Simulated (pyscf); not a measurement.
PySCF, gas phase, ωB97X-D3(BJ)/def2-SVP geometries. Correlated levels are frozen-core, on RHF or UHF. ΔMP2 is the change of the MP2 total energy from the triple- to the quadruple-zeta basis.

For the elementary gas-phase step `[CH4]` + `[F][GaH2]` → `[CH3][GaH2]` + `[FH]` (singlet surface; C–H, F–Ga broken, C–Ga, F–H formed), what barrier and reaction energy does CCSD(T)/def2-TZVPP + ΔMP2(QZVPP) give, measured from the separated reactants?

ΔE‡ = 1.46 eV, ΔE = +1.17 eV. Zero-point energy shifts the barrier by -0.04 eV. It is a four-centre exchange, with an imaginary mode of 1065i cm⁻¹. On the product side the descent ends in an adduct with a F–Ga contact, 0.29 eV under the separated species and 0.46 eV under the saddle at ωB97X-D3(BJ)/def2-TZVP. What is counted as broken (F–Ga) persists as a longer contact in the product adduct; parting that adduct is a step of its own. This is the saddle that the search found; another between the same sides may lie lower. The CCSD(T) − MP2 part came from Ansatz, without density fitting, on the same reference. The frozen core leaves the outer d or s,p core shells of the metals and heavy elements correlated in the MP2 and CC values, and def2-TZVPP describes them poorly, which can shift differences by a few kcal/mol. Elements up to Kr have no core potential and no relativistic terms here.
